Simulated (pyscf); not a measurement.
# Four-centre exchange: HO–Si(F)(F)–O–SiH₃ + HF → HO–Si(F)(F)–F + HO–SiH₃

Gas phase, singlet surface, charge 0. Bonds broken: Si2–O5, H11–F12. Bonds formed: Si2–F12, O5–H11. Structures and frequencies: ωB97X-D3(BJ)/def2-SVP in PySCF.

Transition state (Å):

```xyz
12

O      0.1267    -1.7774     1.1212
Si    -1.0095    -0.8751     0.3633
F     -0.4855    -1.0310    -1.1802
F     -2.5144    -1.4220     0.1937
O     -0.8994     0.8823     0.2802
Si    -0.4996     1.8778    -1.0594
H      0.0366    -1.7775     2.0807
H     -1.4678     1.6111    -2.1466
H      0.8953     1.5855    -1.4577
H     -0.6333     3.2644    -0.5470
H     -1.2666     0.8324     1.3702
F     -1.5217    -0.1289     2.0653
```

One imaginary mode, 782i cm⁻¹; descent along it reached the two sides named, in the forms told below.

```
bond     change  reactant side (Å)  saddle  product side
-------  ------  -----------------  ------  ------------
Si2–O5   breaks              1.657   1.763         1.868
H11–F12  breaks              0.943   1.213         2.206
Si2–F12   forms                3.2   1.928         1.672
O5–H11    forms              1.725   1.151         0.969
```

Electronic energies relative to the separated reactants (eV):

```json
[
 {"level": "ωB97X-D3(BJ)/def2-TZVP", "barrier": "0.64", "reaction energy": "-0.12", "reverse barrier": "0.76"},
 {"level": "PBE/def2-TZVP", "barrier": "0.50", "reaction energy": "-0.28", "reverse barrier": "0.77"},
 {"level": "r²SCAN/def2-TZVP", "barrier": "0.50", "reaction energy": "-0.25", "reverse barrier": "0.75"},
 {"level": "B3LYP-D3(BJ)/def2-TZVP", "barrier": "0.66", "reaction energy": "-0.17", "reverse barrier": "0.84"},
 {"level": "PBE0-D3(BJ)/def2-TZVP", "barrier": "0.58", "reaction energy": "-0.18", "reverse barrier": "0.75"},
 {"level": "M06-2X/def2-TZVP", "barrier": "0.59", "reaction energy": "-0.16", "reverse barrier": "0.75"},
 {"level": "ωB97M-D3(BJ)/def2-TZVP", "barrier": "0.63", "reaction energy": "-0.20", "reverse barrier": "0.83"},
 {"level": "HF/def2-TZVP", "barrier": "1.39", "reaction energy": "-0.20", "reverse barrier": "1.58"}
]
```

With ωB97M-D3(BJ)/def2-TZVP energies and thermal terms (ideal gas, 1 atm, RRHO with modes under 100 cm⁻¹ raised to 100, one conformer, R ln 2 for rigid chiral ones), in eV:

```csv
T (K),ΔH‡,ΔG‡,ΔH,ΔG
298,0.59,1.11,-0.20,-0.28
600,0.58,1.63,-0.23,-0.35
900,0.58,2.16,-0.24,-0.41
1200,0.60,2.69,-0.26,-0.47
```

On the reactant side the descent ends in a complex, 0.32 eV under the separated species and 0.96 eV under the saddle at ωB97X-D3(BJ)/def2-TZVP. On the product side the descent ends in an adduct with a O–Si contact, 0.23 eV over the separated species and 0.53 eV under the saddle at ωB97X-D3(BJ)/def2-TZVP. What is counted as broken (O–Si) persists as a longer contact in the product adduct; parting that adduct is a step of its own. This is the saddle that the search found; another between the same sides may lie lower.
